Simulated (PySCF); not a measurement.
## Electric field gradients and quadrupole coupling constants

C₃H₂FS₂ (charge +1).
Structure used (GFN2-xTB), in Å, numbered top down from 1:
```xyz
8
C3H2FS2 angstrom
F      2.2405   -0.6331    0.5737
C      1.0112   -0.3020    0.2767
C      0.6548    0.8237   -0.3850
S     -1.0221    1.0279   -0.6512
C     -1.4637   -0.4012    0.1092
S     -0.2683   -1.3809    0.7652
H      1.3576    1.5626   -0.7348
H     -2.5009   -0.6876    0.1770
```

Field gradients from the PBE0/pcSseg-1 density (PySCF, non-relativistic), principal values in atomic units, ordered |Vxx| ≤ |Vyy| ≤ |Vzz|:

```csv
atom,Vxx,Vyy,Vzz
S4,-0.7887,-0.8088,1.5975
S6,-0.6323,-1.0178,1.6500
```

Question: Find the asymmetry η = (Vxx − Vyy)/Vzz and the couplings χ = eQV/h (234.96 MHz × Q in barn × V in au), with Q(33S) = −0.0678 b.

Answer: 
| atom | environment | nucleus | η | χzz (MHz) | χxx (MHz) | χyy (MHz) |
| --- | --- | --- | --- | --- | --- | --- |
| S4 | ring sulfur | 33S | 0.01 | -25.45 | 12.56 | 12.88 |
| S6 | ring sulfur | 33S | 0.23 | -26.29 | 10.07 | 16.21 |

The gradient is axial or nearly so (η below 0.05) at S4. The tensor is traceless: Vxx + Vyy + Vzz = 0.

Question: What is Vzz at S6 in SI units (1 au = 9.71736 × 10²¹ V/m²)?

Answer: 1.6500 au = 16.034 × 10²¹ V/m².

Question: And the gradient at the other heavy atoms, for which no coupling is worked out here?

Answer: 
| atom | environment | Vzz (au) | η |
| --- | --- | --- | --- |
| F1 | aryl fluorine | 3.157 | 0.11 |
| C2 | aromatic C–F carbon | 0.265 | 0.75 |
| C3 | aromatic CH next to a ring sulfur | -0.240 | 0.21 |
| C5 | aromatic CH next to a ring sulfur | -0.319 | 0.44 |

Question: What couplings would deuterons (Q(2H) = 0.00286 b) have in place of the hydrogens, at this geometry?

Answer: 
```csv
atom,bonded to,bond length (Å),Vzz (au),η,χzz (kHz)
H7,C3,1.078,0.3192,0.10,214
H8,C5,1.078,0.3162,0.10,212
```

Isolated species at its GFN2-xTB geometry, gas phase. GFN2-xTB bond lengths can be off by several hundredths of an ångström, more for odd bonds, and the gradients follow them. With so small a basis the couplings can be 20 % off.

The run behind these numbers computed NMR shieldings as well. The run took 11 s of wall time on one thread of an Arm Neoverse V1, no GPU, on a shared host.
